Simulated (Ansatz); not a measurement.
Input for Ansatz (development build ahead of 0.2.0):

```yaml
crystal:
  periodic: [false, false, false]
  atoms:
    - { symbol: C, position_ang: [0.0, 0.0, 0.0] }
    - { symbol: O, position_ang: [0.82105, 1.09474, 2.37018] }
basis:
  gaussian: { orbitals: STO-3G }
total_charge: 1
magnetization:
  initial_magnetization: 1
hamiltonian:
  xc: hf
correlation:
  method: fci
  frozen_orbitals: { C: 1, O: 1 }
```

The input is written out in the form of the current development build from the run's settings.

The run gave:

| Property | Result |
| --- | --- |
| Converged | yes |
| Total energy | -110.73654 hartree |
| State | lowest doublet root, of any spatial symmetry |
